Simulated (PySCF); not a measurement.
**C2H3ClN−, an ion with solvent molecules: interaction energy**

An exercise on one series of results from a longer session: the logs are not shown, and one member is left open.

Programs: PySCF 2.14.0. All values are calculated, for the isolated system unless a continuum is named. Atoms count from 0, parts from 1.

### The system as given

7 atoms, charge -1, multiplicity 1; geometry: GFN2-xTB. Parts: 1 = atom 0, `[Cl-]`, charge -1; 2 = atoms 1–6, `CC#N`, charge 0.

Set-up of the first run:

Job settings and geometry (Å):

```
{"job": {"xc": "PBE0", "basis": "def2-SVPD", "d3": "d3bj", "grid": 2, "kind": "geom"}, "charge": -1, "multiplicity": 1, "parts": [{"atoms": "0-0", "charge": -1, "multiplicity": 1}, {"atoms": "1-6", "charge": 0, "multiplicity": 1}]}
Cl    -0.391407    -0.626759     0.083619
C     -0.633289    -0.349515    -3.130661
C     -0.821289     0.916378    -3.750244
N     -0.973425     1.923469    -4.280718
H      0.298534    -0.797178    -3.474614
H     -0.577253    -0.253717    -2.029414
H     -1.468273    -1.008117    -3.367657
```

Started as:

```
$ OMP_NUM_THREADS=1 python cluster_run.py task.json out
```

The driver reads the jobs from task.json and runs them one after another.

Steps of the session up to this table: Relaxing the molecule at PBE0-D3(BJ)/def2-SVPD; Coupled-cluster interaction energy: CCSD(T) and MP2.

One table of the session follows, with a row left open; its other results are not shown here.

It belongs to the step «Coupled-cluster interaction energy: CCSD(T) and MP2». 

```
                 method  interaction energy (kcal/mol)
         HF/aug-cc-pVDZ                         -11.36
        MP2/aug-cc-pVDZ                         -13.24
       CCSD/aug-cc-pVDZ                         -12.52
    CCSD(T)/aug-cc-pVDZ                              ?
         HF/aug-cc-pVTZ                         -11.53
        MP2/aug-cc-pVTZ                         -14.32
    SCS-MP2/aug-cc-pVTZ                         -13.20
      MP2, extrapolated                         -14.71
CCSD(T), limit estimate                         -14.39
```

Q: Estimate the row for CCSD(T)/aug-cc-pVDZ from the others.

As computed: interaction energy (kcal/mol): -12.92. In the column «interaction energy (kcal/mol)» it lies between SCS-MP2/aug-cc-pVTZ (-13.20) and CCSD/aug-cc-pVDZ (-12.52).

Caveats from the session: The interaction energy leaves out the deformation of the parts, 0.50 kcal/mol (MP2); added to the CCSD(T) estimate it gives a binding of about -13.88 kcal/mol.
